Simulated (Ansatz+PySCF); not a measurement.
A calculation with PySCF 2.14.0.

```python
from pyscf import gto, scf

mol = gto.M(atom="""
O 0.000000 0.771600 -0.658020
H 0.000000 1.467090 -0.100900
Cl 0.000000 -0.449410 0.315590
""", basis='def2-svp', charge=0, spin=0)
mf = scf.UHF(mol)
mf.init_guess = 'atom'
mf.kernel()
while True:  # follow internal instabilities
    mo, _, stable, _ = mf.stability(return_status=True)
    if stable: break
    mf.kernel(mf.make_rdm1(mo, mf.mo_occ))
print(mf.converged, mf.e_tot, mf.spin_square()[0])
```

The script is written out from the run's settings.

Results

```
Converged                       : yes
Total energy                    : -534.64261 hartree
Spin squared of the determinant : 0.000
```
